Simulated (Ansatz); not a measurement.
Mulliken charges of `CNC=N` from ωB97M-V/def2-TZVPP in Ansatz (PBE0-D4/def2-TZVP geometry).

| atom | x (Å) | y (Å) | z (Å) | charge (e) |
| --- | --- | --- | --- | --- |
| C1 | -0.854 | 0.292 | -0.737 | -0.270 |
| N2 | -0.279 | -0.664 | 0.167 | -0.181 |
| C3 | 0.895 | -0.433 | 0.817 | 0.104 |
| N4 | 1.702 | 0.539 | 0.683 | -0.337 |
| H5 | -1.793 | -0.101 | -1.125 | 0.108 |
| H6 | -1.056 | 1.254 | -0.251 | 0.135 |
| H7 | -0.190 | 0.474 | -1.588 | 0.130 |
| H8 | -0.859 | -1.408 | 0.508 | 0.114 |
| H9 | 1.147 | -1.224 | 1.528 | 0.096 |
| H10 | 1.369 | 1.219 | 0.000 | 0.099 |

**Question.** By hand: the dipole of these point charges (1 e Å = 4.8032 D).

**Answer.** Σ q r = (-0.413, -0.123, -0.134) e Å, of length 0.451 e Å = 2.17 D.

**Question.** How does the dipole of the full density compare? (Best estimate.)

**Answer.** Computed: (-0.735, -0.259, -0.222) e Å, 3.89 D; the point charges give 0.56 times that, at 3° from its direction.

Point charges leave out the atoms' own dipoles, such as those of lone pairs, and Mulliken's split depends on the basis, so the two needn't agree.
